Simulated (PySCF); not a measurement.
Does the structure fit the spectrum?

A compound C₆H₁₀ gives the data below (simulated from a calculation) and was assigned the structure `C1C[C@H]2C[C@@H]1C2`.

¹³C{¹H} NMR (computed): δ 95.8 (C), 73.7 (CH), 32.8 (CH3, 3C), 27.5 (C).

¹H NMR (500 MHz, computed): δ 1.94 (s, 1H), 1.22 (s, 9H).

- σ from GIAO-PBE0/pcSseg-1
- geometry: PBE0-D3(BJ)/def2-SVP
- J couplings at B3LYP/pcJ-1 (without the spin–dipole term)
- code: PySCF 2.14.0 with density-fitted response routines
- no relativistic terms, single conformer, rapidly exchanging positions averaged, isolated molecule

Chemical shifts δ = σref − σ; ¹H and ¹³C vs TMS, all at this level.

(1) Compare with the shifts computed for the proposed structure, pairing carbons in order of shift.

(2) Which isomer fits?

Results:

(1) Atoms are numbered as in `[CH2:1]1[CH2:2][C@H:3]2[CH2:4][C@@H:5]1[CH2:6]2`; H(Xn) means a hydrogen on atom n.

| atom | computed for proposal | given list | difference |
| --- | --- | --- | --- |
| C3 | 41.0 | 95.8 | -54.8 |
| C5 | 41.0 | 73.7 | -32.7 |
| C4 | 40.9 | 32.8 | +8.1 |
| C6 | 40.9 | 32.8 | +8.1 |
| C1 | 28.9 | 32.8 | -3.9 |
| C2 | 28.9 | 27.5 | +1.4 |

The rms difference is 26.5 ppm and the largest -54.8 ppm at C3 (sp3 CH in a ring). The proposal also would give 3 carbon signals, not 4. The carbon types in order of shift don't match either: CH, CH, CH2, CH2, CH2, CH2 for the proposal against C, CH, CH3, CH3, CH3, C in the data. The proposal doesn't fit.

(2) `C#CC(C)(C)C`.

- Carbon types of the structure: 2 × C, 1 × CH, 3 × CH3, which accounts for all hydrogens.
- δC 95.8: alkyne carbon; sp carbons lie upfield of alkene carbons because the cylindrical π system leaves one tensor component strongly shielded.
- δC 73.7: terminal alkyne carbon; sp carbons lie upfield of alkene carbons because the cylindrical π system leaves one tensor component strongly shielded.
- δC 27.5: propargylic quaternary sp3 carbon; saturated and bonded to C and H only.
- δH 1.94: hydrogen on a terminal alkyne carbon; it lies on the axis of the triple bond, in its shielding cone.

Other isomers checked: C1C[C@H]2CC[C@@H]12 (rms 28.9 ppm).

This is the structure that produced the data.

Shifts are as computed. Against solution values, carbons near 30 ppm lie about +2 ppm off and those near 130 ppm about +5 ppm. Of 1211 compounds with measured shifts, 218 miss one by over three times the rms of a fit or turn the order of signals round; such compounds aren't used in these exercises.
